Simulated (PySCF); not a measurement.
**BS under other conditions**

One physical setting of the base script is moved in each run, with the edits that it forces.

Program: PySCF 2.14.0. Level of theory: method and basis as typed in the scripts. These are calculated values, not measurements.

5 further runs of the same task are left out: 5 that didn't finish.

### 1 Starting geometry

BS: 2 atoms, charge 0, spin multiplicity 2.

Bond lengths: B1–S2 1.800 Å.

### 2 Base script

input.py

```python
from pyscf import gto, scf

mol = gto.M(
    atom='B 0 0 0; S 0 0 1.8',
    basis='minao',
    charge=0,
    spin=1,
    symmetry=True,
    verbose=3,
)
mf = scf.UHF(mol)
mf.kernel()
mf.stability(internal=True, external=True)
mf.dip_moment()
print('orbital energies (hartree):', [e[max(0, n-3):n+3].round(4) for e, n in zip(mf.mo_energy, mol.nelec)])
```

Started as:

```console
python input.py
```

The log of this run is left out.

It gives: E(SCF) = -422.088605 Eh, ⟨S²⟩ = 0.966, μ = 1.65 D, internal stable; real -> complex stable; UHF/UKS -> GHF/GKS stable (within the imposed point group only).

The bond length is a typed value, not an optimised one. With symmetry on, only rotations that keep the point group are tested. A lower solution that breaks the symmetry may exist.

### 3 Bond 1.44 Å

Edit 1 changes bond length: 1.8 Å → 1.44 Å.

input.py

```python
from pyscf import gto, scf

mol = gto.M(
    atom='B 0 0 0; S 0 0 1.44',
    basis='minao',
    charge=0,
    spin=1,
    symmetry=True,
    verbose=3,
)
mf = scf.UHF(mol)
mf.kernel()
mf.stability(internal=True, external=True)
mf.dip_moment()
print('orbital energies (hartree):', [e[max(0, n-3):n+3].round(4) for e, n in zip(mf.mo_energy, mol.nelec)])
```

Started as:

```console
python input.py
```

### 4 Lengths in bohr

Edit 2 changes length unit: angstrom → bohr; bond length: 1.8 Å → 1.8 bohr.

input.py: that of step 2 with these lines changed.

```diff
@@ -7,2 +7,3 @@
     spin=1,
+    unit='bohr',
     symmetry=True,
```

### 5 Sextet

Edit 3 changes spin (2S): 1 → 5.

input.py: that of step 2 with these lines changed.

```diff
@@ -6,3 +6,3 @@
     charge=0,
-    spin=1,
+    spin=5,
     symmetry=True,
```

### 6 Bond 2.25 Å

Edit 4 changes bond length: 1.8 Å → 2.25 Å.

input.py: that of step 2 with these lines changed.

```diff
@@ -3,3 +3,3 @@
 mol = gto.M(
-    atom='B 0 0 0; S 0 0 1.8',
+    atom='B 0 0 0; S 0 0 2.25',
     basis='minao',
```

### 7 Bond 2.7 Å

Edit 5 changes bond length: 1.8 Å → 2.7 Å.

input.py: that of step 2 with these lines changed.

```diff
@@ -3,3 +3,3 @@
 mol = gto.M(
-    atom='B 0 0 0; S 0 0 1.8',
+    atom='B 0 0 0; S 0 0 2.7',
     basis='minao',
```

### 8 Electric field 0.01 a.u.

Edit 6 changes electric field: none → 0.01 a.u.; point-group symmetry: on → off.

input.py: that of step 2 with these lines changed.

```diff
@@ -7,3 +7,2 @@
     spin=1,
-    symmetry=True,
     verbose=3,
@@ -11,2 +10,6 @@
 mf = scf.UHF(mol)
+h = mf.get_hcore() + 0.01*mol.intor('int1e_r')[2]  # electric field along z, atomic units
+mf.get_hcore = lambda *args: h
+e_nuc = mol.energy_nuc() - 0.01*mol.atom_charges() @ mol.atom_coords()[:, 2]
+mf.energy_nuc = lambda *args: e_nuc
 mf.kernel()
```

What does the calculation give? Wanted: for each run, E(SCF); from base; gap, α spin; SCF dipole; after the SCF.

The runs gave:

```csv
run,E(SCF) (hartree),from base (eV),"gap, α spin (eV)",SCF dipole (D),after the SCF
base,-422.088605,0,11.43,1.65,stable (point group kept)
bond 1.44 Å,-421.988870,+2.7139,15.06,0.88,stable (point group kept)
lengths in bohr (poor choice),-420.507980,not comparable,17.52,0.50,stable (point group kept)
sextet,-421.884942,+5.5420,15.87,3.70,unstable: UHF/UKS -> GHF/GKS (point group kept)
bond 2.25 Å,-422.037006,+1.4041,10.08,2.88,stable (point group kept)
bond 2.7 Å,-421.990041,+2.6821,9.24,3.46,stable (point group kept)
electric field 0.01 a.u.,-422.084206,+0.1197,11.30,0.57,stable
```

In words: Of the runs whose energies can be compared, “sextet” moves the SCF energy most (+5.542 eV). The sextet solution found lies 5.54 eV above the base doublet at this geometry and level. With bond 1.44 Å the frontier gap moves by over 1.5 eV, which can mean another electronic state rather than the bond length alone. With bond 2.7 Å the frontier gap moves by over 1.5 eV, which can mean another electronic state rather than the bond length alone. Rows marked «poor choice» come from settings spoiled on purpose.
